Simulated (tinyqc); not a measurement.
UHF in the sto-6g basis, for BH, spin multiplicity 3, step by step (part 2 of 2). Computed by tinyqc, a small Python program that keeps every step (integrals from PySCF). Command: `OMP_NUM_THREADS=1 python tinyqc.py 24664 24665 out.jsonl` (the two numbers bound the seeds that draw the settings). One thread of a shared host (Intel(R) Xeon(R) Processor @ 2.60GHz), about 0.1 s of CPU time with the checks.

Geometry (angstrom):

| atom | x | y | z |
|---|---|---|---|
| B | 0.000000 | 0.000000 | 0.000000 |
| H | 0.000000 | 0.000000 | 1.966000 |

## Iteration 3: diagonalisation and new density

F(alpha) (hartree), lower triangle:
```
            1B 1s      1B 2s    1B 2px     1B 2py     1B 2pz      2H 1s
1B 1s   -7.393622
1B 2s   -2.082682  -1.010566
1B 2px   0.000000   0.000000  0.202294
1B 2py   0.000000   0.000000  0.168363  -0.156681
1B 2pz   0.000129   0.057369  0.000000   0.000000   0.178252
2H 1s   -0.094898  -0.189024  0.000000   0.000000  -0.210169  -0.416366
```

F(beta) (hartree), lower triangle:
```
            1B 1s      1B 2s     1B 2px    1B 2py     1B 2pz     2H 1s
1B 1s   -7.359757
1B 2s   -2.050786  -0.813271
1B 2px   0.000000   0.000000   0.330214
1B 2py   0.000000   0.000000  -0.021647  0.376368
1B 2pz  -0.000428  -0.085408   0.000000  0.000000   0.307062
2H 1s   -0.090439  -0.204164   0.000000  0.000000  -0.096238  0.166971
```

X, lower triangle:
```
            1B 1s      1B 2s    1B 2px    1B 2py     1B 2pz     2H 1s
1B 1s    1.028096
1B 2s   -0.140638   1.040654
1B 2px   0.000000   0.000000  1.000000
1B 2py   0.000000   0.000000  0.000000  1.000000
1B 2pz  -0.002430   0.015434  0.000000  0.000000   1.018453
2H 1s    0.012812  -0.094175  0.000000  0.000000  -0.113262  1.030746
```

Diagonalise F' = X^T F X, C = X C', fill 4 alpha and 2 beta electrons from the bottom; D(s) = C_occ C_occ^T. Each column has its largest component positive (the first on a tie).

F' = X^T F X (alpha) (hartree), lower triangle:
```
           1          2         3          4          5          6
1  -7.234476
2  -1.048022  -0.597679
3   0.000000   0.000000  0.202294
4   0.000000   0.000000  0.168363  -0.156681
5  -0.015810   0.091735  0.000000   0.000000   0.230320
6   0.017969  -0.105876  0.000000   0.000000  -0.204716  -0.360741
```

orbital energies (alpha) (hartree): MO1 -7.396037, MO2 -0.515599, MO3 -0.364913, MO4 -0.223287, MO5 0.268900, MO6 0.313974

coefficients C (alpha):
```
              MO1        MO2        MO3        MO4       MO5        MO6
1B 1s    0.994664  -0.218758   0.191838   0.000000  0.000000  -0.054003
1B 2s    0.019574   0.746938  -0.713075   0.000000  0.000000   0.212303
1B 2px   0.000000   0.000000   0.000000  -0.367867  0.929878   0.000000
1B 2py   0.000000   0.000000   0.000000   0.929878  0.367867   0.000000
1B 2pz   0.000189   0.020275   0.256586   0.000000  0.000000   0.992003
2H 1s   -0.001941   0.574086   0.748595   0.000000  0.000000  -0.440824
```

F' = X^T F X (beta) (hartree), lower triangle:
```
           1          2          3         4          5         6
1  -7.203835
2  -1.047877  -0.389308
3   0.000000   0.000000   0.330214
4   0.000000   0.000000  -0.021647  0.376368
5   0.003656  -0.057513   0.000000  0.000000   0.340741
6   0.029867  -0.178246   0.000000  0.000000  -0.153372  0.235761
```

orbital energies (beta) (hartree): MO1 -7.361333, MO2 -0.310777, MO3 0.199329, MO4 0.321650, MO5 0.384932, MO6 0.456139

coefficients C (beta):
```
              MO1        MO2        MO3       MO4        MO5        MO6
1B 1s    0.995769  -0.264979   0.116688  0.000000   0.000000  -0.039303
1B 2s    0.015636   0.937586  -0.449794  0.000000   0.000000   0.173841
1B 2px   0.000000   0.000000   0.000000  0.929878  -0.367867   0.000000
1B 2py   0.000000   0.000000   0.000000  0.367867   0.929878   0.000000
1B 2pz   0.000579   0.141535   0.533630  0.000000   0.000000   0.863438
2H 1s   -0.001798   0.255433   0.688724  0.000000   0.000000  -0.738044
```

D(alpha) after iteration 3, lower triangle:
```
            1B 1s      1B 2s     1B 2px    1B 2py    1B 2pz     2H 1s
1B 1s    1.074014
1B 2s   -0.280724   1.066774
1B 2px   0.000000   0.000000   0.135326
1B 2py   0.000000   0.000000  -0.342071  0.864674
1B 2pz   0.044976  -0.167817   0.000000  0.000000  0.066248
2H 1s    0.016093  -0.105036   0.000000  0.000000  0.203718  0.889973
```

D(beta) after iteration 3, lower triangle:
```
            1B 1s     1B 2s    1B 2px    1B 2py    1B 2pz     2H 1s
1B 1s    1.061770
1B 2s   -0.232871  0.879312
1B 2px   0.000000  0.000000  0.000000
1B 2py   0.000000  0.000000  0.000000  0.000000
1B 2pz  -0.036927  0.132710  0.000000  0.000000  0.020032
2H 1s   -0.069475  0.239462  0.000000  0.000000  0.036151  0.065249
```

## Iteration 36 (converged): orbitals

converged F(alpha) (hartree), lower triangle:
```
            1B 1s      1B 2s    1B 2px     1B 2py     1B 2pz      2H 1s
1B 1s   -7.387853
1B 2s   -2.082545  -0.987853
1B 2px   0.000000   0.000000  0.208373
1B 2py   0.000000   0.000000  0.168363  -0.150602
1B 2pz   0.001804   0.133764  0.000000   0.000000   0.182509
2H 1s   -0.094329  -0.184841  0.000000   0.000000  -0.191083  -0.436342
```

converged F(beta) (hartree), lower triangle:
```
            1B 1s      1B 2s     1B 2px    1B 2py     1B 2pz     2H 1s
1B 1s   -7.357510
1B 2s   -2.051486  -0.805386
1B 2px   0.000000   0.000000   0.331229
1B 2py   0.000000   0.000000  -0.021647  0.377383
1B 2pz  -0.000859  -0.164291   0.000000  0.000000   0.278942
2H 1s   -0.091279  -0.198679   0.000000  0.000000  -0.112111  0.195587
```

As before.

F' = X^T F X (alpha) (hartree), lower triangle:
```
           1          2         3          4          5          6
1  -7.227929
2  -1.052275  -0.571597
3   0.000000   0.000000  0.208373
4   0.000000   0.000000  0.168363  -0.150602
5  -0.024789   0.170347  0.000000   0.000000   0.232461
6   0.019025  -0.110317  0.000000   0.000000  -0.189957  -0.385335
```

orbital energies (alpha) (hartree): MO1 -7.390318, MO2 -0.509837, MO3 -0.390236, MO4 -0.217207, MO5 0.274979, MO6 0.337991

coefficients C (alpha):
```
              MO1        MO2        MO3        MO4       MO5        MO6
1B 1s    0.994615  -0.211736   0.190347   0.000000  0.000000  -0.081283
1B 2s    0.019748   0.719761  -0.705663   0.000000  0.000000   0.308936
1B 2px   0.000000   0.000000   0.000000  -0.367867  0.929878   0.000000
1B 2py   0.000000   0.000000   0.000000   0.929878  0.367867   0.000000
1B 2pz  -0.000220  -0.066147   0.299940   0.000000  0.000000   0.977741
2H 1s   -0.001975   0.616581   0.726428   0.000000  0.000000  -0.420030
```

F' = X^T F X (beta) (hartree), lower triangle:
```
           1          2          3         4          5         6
1  -7.201190
2  -1.049567  -0.383855
3   0.000000   0.000000   0.331229
4   0.000000   0.000000  -0.021647  0.377383
5   0.014476  -0.140200   0.000000  0.000000   0.313107
6   0.027587  -0.166732   0.000000  0.000000  -0.162499  0.266812
```

orbital energies (beta) (hartree): MO1 -7.359124, MO2 -0.331657, MO3 0.231515, MO4 0.322665, MO5 0.385947, MO6 0.454141

coefficients C (beta):
```
              MO1        MO2        MO3       MO4        MO5        MO6
1B 1s    0.995716  -0.259804   0.133415  0.000000   0.000000  -0.013521
1B 2s    0.015823   0.919522  -0.509208  0.000000   0.000000   0.082360
1B 2px   0.000000   0.000000   0.000000  0.929878  -0.367867   0.000000
1B 2py   0.000000   0.000000   0.000000  0.367867   0.929878   0.000000
1B 2pz   0.000791   0.261920   0.524889  0.000000   0.000000   0.840361
2H 1s   -0.001755   0.223322   0.669439  0.000000   0.000000  -0.765686
```

D(alpha) after iteration 36, lower triangle:
```
            1B 1s      1B 2s     1B 2px    1B 2py    1B 2pz     2H 1s
1B 1s    1.070324
1B 2s   -0.267078   1.016406
1B 2px   0.000000   0.000000   0.135326
1B 2py   0.000000   0.000000  -0.342071  0.864674
1B 2pz   0.070879  -0.259271   0.000000  0.000000  0.094340
2H 1s    0.005757  -0.068862   0.000000  0.000000  0.177100  0.907873
```

D(beta) after iteration 36, lower triangle:
```
            1B 1s     1B 2s    1B 2px    1B 2py    1B 2pz     2H 1s
1B 1s    1.058948
1B 2s   -0.223140  0.845771
1B 2px   0.000000  0.000000  0.000000
1B 2py   0.000000  0.000000  0.000000  0.000000
1B 2pz  -0.067260  0.240853  0.000000  0.000000  0.068603
2H 1s   -0.059767  0.205321  0.000000  0.000000  0.058491  0.049876
```

## Convergence

Stop when the energy changes by less than 1e-09 hartree and every element of the error matrix X^T (F D S - S D F) X (for each spin) is below 9e-06.

Course of the cycle:

| iteration | E (hartree) | change | largest element of the error matrix |
|---|---|---|---|
| 1 | -25.18770023 | - | 7.54e-02 |
| 2 | -24.85736250 | 3.30e-01 | 6.93e-02 |
| 3 | -24.87023048 | -1.29e-02 | 2.39e-02 |
| 4 | -24.87541609 | -5.19e-03 | 1.67e-02 |
| 5 | -24.87762648 | -2.21e-03 | 1.27e-02 |
| 6 | -24.87865645 | -1.03e-03 | 9.88e-03 |
| 7 | -24.87920264 | -5.46e-04 | 7.78e-03 |
| 8 | -24.87952421 | -3.22e-04 | 6.17e-03 |
| 9 | -24.87972488 | -2.01e-04 | 4.91e-03 |
| 10 | -24.87985310 | -1.28e-04 | 3.91e-03 |
| 11 | -24.87993548 | -8.24e-05 | 3.11e-03 |
| 12 | -24.87998829 | -5.28e-05 | 2.47e-03 |
| 13 | -24.88002197 | -3.37e-05 | 1.96e-03 |
| 14 | -24.88004333 | -2.14e-05 | 1.55e-03 |
| ... | ... | ... | ... |
| 23 | -24.88007880 | -3.04e-07 | 1.82e-04 |
| 24 | -24.88007899 | -1.88e-07 | 1.43e-04 |
| 25 | -24.88007911 | -1.16e-07 | 1.12e-04 |
| 26 | -24.88007918 | -7.18e-08 | 8.81e-05 |
| 27 | -24.88007922 | -4.43e-08 | 6.92e-05 |
| 28 | -24.88007925 | -2.74e-08 | 5.44e-05 |
| 29 | -24.88007927 | -1.69e-08 | 4.27e-05 |
| 30 | -24.88007928 | -1.04e-08 | 3.36e-05 |
| 31 | -24.88007928 | -6.43e-09 | 2.64e-05 |
| 32 | -24.88007929 | -3.97e-09 | 2.07e-05 |
| 33 | -24.88007929 | -2.45e-09 | 1.63e-05 |
| 34 | -24.88007929 | -1.51e-09 | 1.28e-05 |
| 35 | -24.88007929 | -9.31e-10 | 1.00e-05 |
| 36 | -24.88007929 | -5.74e-10 | 7.87e-06 |

PySCF UHF in the same basis, after a stability check = -24.88007929 hartree

Converged in 36 iterations.

## Populations, bond orders and dipole

overlap S, lower triangle:
```
           1B 1s     1B 2s    1B 2px    1B 2py    1B 2pz     2H 1s
1B 1s   1.000000
1B 2s   0.264891  1.000000
1B 2px  0.000000  0.000000  1.000000
1B 2py  0.000000  0.000000  0.000000  1.000000
1B 2pz  0.000000  0.000000  0.000000  0.000000  1.000000
2H 1s   0.011727  0.173435  0.000000  0.000000  0.215421  1.000000
```

Mulliken: Z minus the diagonal of D S on the atom; Loewdin: the same with S^(1/2) D S^(1/2); Mayer order: 2 sum_s sum (D(s) S)_ij (D(s) S)_ji over the two atoms.

Charges (e):

| atom | Mulliken | Loewdin | Mulliken spin |
|---|---|---|---|
| 1B | 0.031534 | 0.029531 | 1.163236 |
| 2H | -0.031534 | -0.029531 | 0.836764 |

Mayer bond orders:

| pair | order |
|---|---|
| 2-1 | 0.298832 |

dipole moment about the origin, x y z (debye): 0.000000  0.000000  -0.420584

<S^2> of the determinant (pure state: 2) = 2.156661
